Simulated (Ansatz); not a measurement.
Molecule: C3H5, net charge 0, doublet state. It need not be the lowest isomer of its formula. 
Geometry from a B3LYP-D3(BJ)/def2-TZVP (Ansatz, a quantum-chemistry and plane-wave program) optimisation:
SMILES: C=[C]C
```xyz
8

C      1.3206     0.2440     0.0036
C      0.0250     0.3975    -0.0063
H      1.7758    -0.7501     0.0222
H      2.0084     1.0832    -0.0060
C     -1.2071    -0.3930    -0.0005
H     -0.9820    -1.4692     0.0181
H     -1.8216    -0.1633     0.8734
H     -1.8116    -0.1916    -0.8883
```
Charge 0, spin multiplicity 2.

Basis-set convergence of Hartree-Fock and CCSD(T) correlation energies (hartree) with Ansatz. Correlated levels leave the core frozen unless marked. UHF or UKS for open shells. No spin-orbit coupling. No relativistic terms.

The UHF reference is spin-contaminated (<S^2> 0.16 over the pure value in the largest basis). 

```csv
basis,functions,E(HF),"E(corr, CCSD(T))"
cc-pVDZ,67,-116.44386,-0.43639
cc-pVTZ,160,?,?
```

Task: Fill in the missing entries.

Result: 
- cc-pVTZ, E(HF): -116.47640
- cc-pVTZ, E(corr, CCSD(T)): -0.52390
